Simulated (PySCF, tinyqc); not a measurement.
Worked calculation: RKS/LDA (PW92) in the sto-3g basis, for CH+, spin multiplicity 1. The lowest restricted solution is unstable here: a spin-polarised one lies 0.0063 hartree lower (PySCF). Computed by tinyqc, a small Python program that keeps every step (integrals from PySCF). Settings: charge = 1, multiplicity = 1, basis = sto-3g, energy threshold = 1e-10, iteration cap = 63, orthogonalisation = symmetric, start = random, DIIS depth = 0, damping = 0.3, shift = 0.5, method = RKS, functional = lda,pw, grid = [30, 14]. Command: `OMP_NUM_THREADS=1 python tinyqc.py 26965 26966 out.jsonl` (the two numbers bound the seeds that draw the settings). One thread of a shared host (Intel(R) Xeon(R) Processor @ 2.60GHz), about 0.5 s of CPU time with the checks.

Geometry (angstrom):

| atom | x | y | z |
|---|---|---|---|
| C | 0.000000 | 0.000000 | 0.000000 |
| H | 0.000000 | 0.000000 | 2.195000 |

Stop when the energy changes by less than 1e-10 hartree and every element of the error matrix X^T (F D S - S D F) X is below 3e-06.

Course of the cycle:

| iteration | E (hartree) | change | largest element of the error matrix |
|---|---|---|---|
| 1 | -26.59536370 | - | 8.69e+00 |
| 2 | -34.08604797 | -7.49e+00 | 2.43e+00 |
| 3 | -36.08696299 | -2.00e+00 | 7.93e-01 |
| 4 | -36.70190318 | -6.15e-01 | 2.69e-01 |
| 5 | -36.90564487 | -2.04e-01 | 8.60e-02 |
| 6 | -36.97345598 | -6.78e-02 | 4.94e-02 |
| 7 | -36.99953747 | -2.61e-02 | 5.07e-02 |
| 8 | -37.01251363 | -1.30e-02 | 5.23e-02 |
| 9 | -37.02123643 | -8.72e-03 | 5.31e-02 |
| 10 | -37.02852341 | -7.29e-03 | 5.34e-02 |
| 11 | -37.03525872 | -6.74e-03 | 5.32e-02 |
| 12 | -37.04168940 | -6.43e-03 | 5.26e-02 |
| 13 | -37.04784966 | -6.16e-03 | 5.17e-02 |
| 14 | -37.05370567 | -5.86e-03 | 5.04e-02 |
| ... | ... | ... | ... |
| 50 | -37.10827396 | -1.27e-04 | 7.48e-03 |
| 51 | -37.10838824 | -1.14e-04 | 7.09e-03 |
| 52 | -37.10849073 | -1.02e-04 | 6.71e-03 |
| 53 | -37.10858262 | -9.19e-05 | 6.35e-03 |
| 54 | -37.10866499 | -8.24e-05 | 6.02e-03 |
| 55 | -37.10873882 | -7.38e-05 | 5.70e-03 |
| 56 | -37.10880499 | -6.62e-05 | 5.39e-03 |
| 57 | -37.10886428 | -5.93e-05 | 5.10e-03 |
| 58 | -37.10891740 | -5.31e-05 | 4.83e-03 |
| 59 | -37.10896499 | -4.76e-05 | 4.57e-03 |
| 60 | -37.10900762 | -4.26e-05 | 4.33e-03 |
| 61 | -37.10904580 | -3.82e-05 | 4.10e-03 |
| 62 | -37.10908000 | -3.42e-05 | 3.88e-03 |
| 63 | -37.10911062 | -3.06e-05 | 3.67e-03 |

Can the last value be used, and what does the course show?

Not by the stop rule. Not converged within the cap of 63 iterations: the residual falls steadily but slowly, by a factor of about 0.95 a step. Reruns (cap 100 unless said): DIIS 8: converged in 25; damping 0.5: not converged; level shift 0.5: not converged; atomic densities as start, DIIS 8: converged in 12; the original settings with a cap of 400: converged in 192. PySCF RKS in the same basis, fine grid = -37.10759356 hartree, which differs from a converged run on this coarse grid by the grid error.
